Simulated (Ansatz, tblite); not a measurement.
Cost and result up the ladder for NaH2 (3 atoms). Charge 0, multiplicity 2. Geometry: r2SCAN-D4/def2-TZVP.

| atom | x (Å) | y (Å) | z (Å) |
| --- | --- | --- | --- |
| Na1 | -0.1461 | -2.8579 | 0.3599 |
| H2 | 0.0807 | 1.7992 | -0.2208 |
| H3 | 0.0654 | 1.0588 | -0.1392 |

Ansatz on 4 threads of Arm Neoverse V1 on a shared host; xTB runs through tblite on one thread. Times are rough, summed over both states, and most runs start from the orbitals of an earlier one. CCSD(T)/def2-TZVPP serves as the yardstick here, not as an exact answer. The other state is a singlet.

The xTB rows come from tblite. Correlated methods freeze 1 core orbital; core or outer-core shells of Na are correlated, in sets that lack core-valence functions. In the doublet geometry the species has come apart into loosely held pieces. In the doublet, H2 and H3 lie 0.75 Å apart (atoms count from 1), so H2 has formed as a molecule. In the singlet geometry the species has come apart into loosely held pieces. The structure comes from a short search, and lower isomers may exist.

Correlated methods converge slowly with the basis.

Raw xTB energies of ions are shifted by several eV, and xTB has no spin-polarisation term.

| level | functions | wall time |
| --- | --- | --- |
| GFN1-xTB | 8 | 0.003 s |
| GFN2-xTB | 6 | 0.003 s |
| PBE-D4/def2-TZVP | 44 | 0.55 s |
| PBE0-D4/def2-TZVP | 44 | 0.55 s |
| CCSD(T)/def2-TZVPP | 60 | 0.85 s |
| r2SCAN-D4/def2-TZVP (with forces) | 44 | 1.4 s |

Estimate what each level gives for the vertical IE (eV).


```csv
level,vertical IE (eV),difference from CCSD(T)/def2-TZVPP (eV)
GFN1-xTB,7.99,2.91
GFN2-xTB,9.55,4.47
PBE-D4/def2-TZVP,5.36,0.28
PBE0-D4/def2-TZVP,5.29,0.22
CCSD(T)/def2-TZVPP,5.08,0.00
r2SCAN-D4/def2-TZVP (with forces),5.14,0.06
```
